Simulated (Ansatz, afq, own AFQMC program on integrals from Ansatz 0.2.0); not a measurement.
Where AFQMC and coupled cluster stand for MgSe⁺, doublet

```tsv
atom	x (Å)	y (Å)	z (Å)
Se	0.0000	0.0000	0.0000
Mg	0.0000	0.0000	2.3695
```

Basis cc-pVDZ. Only valence electrons are correlated. Integrals, coupled cluster, full CI and functionals: Ansatz 0.2.0; the random walks run on the same integrals in our own AFQMC program. The CISD trial takes its coefficients from CCSD amplitudes. Released means that phaseless walkers are propagated on without the constraint, phases kept. ± is one standard error of the sampling. No spin–orbit coupling.

Determinant: ROHF, the one that the program's search chose, which needn't be the lowest solution. The geometry is a PBE0/def2-TZVP stationary point of this or a neighbouring charge and spin state.

No full CI on the walks' own integrals is used here; CCSDT(Q) serves as the reference and is uncertain by about the last step of the cluster series.

Cautions: no relativity below Rb; no spin-orbit coupling; inner d shell frozen.

- T1 diagnostic: 0.0272
- weight of the determinant in the CISD state: 0.913
- size of the correlated space: 7 electrons in 26 orbitals

```json
{"level": "MP2", "correlation energy (eV)": "-2.8915"}
{"level": "CCSD", "correlation energy (eV)": "-3.3401"}
{"level": "CCSD(T)", "correlation energy (eV)": "-3.4413"}
```

Estimate where phaseless AFQMC with the Hartree–Fock trial lies against CCSD(T) on the same integrals.

2.49 ± 1.55 kcal/mol below CCSD(T). The gap is under twice the noise, so this walk alone can't tell the two apart.

Reference: CCSDT(Q), correlation energy -3.467 eV. The released energy is read at 2.40 1/Eh (meV from the phaseless value at times in 1/Eh: -5 ± 10 at 0.24, -6 ± 9 at 0.51, -6 ± 10 at 0.99, -15 ± 16 at 1.62, -10 ± 14 at 2.40).

| level | E − E(reference) (kcal/mol) | share of correlation (%) |
| --- | --- | --- |
| CCSD(T) | 0.60 | 99.25 |
| CCSDT | 0.17 | 99.78 |
| ph-AFQMC/HF | -1.89 ± 1.55 | 102.36 |
| ph-AFQMC/CISD | -0.10 ± 0.19 | 100.13 |
| released AFQMC | -0.34 ± 0.33 | 100.43 |

A walk keeps the symmetry of its determinant, which the program's search chose and which needn't be the lowest solution, so a lower state of the same spin and another symmetry isn't excluded. Released energies are given only where the last usable release times agree within the noise; a slower fall can still hide under it.
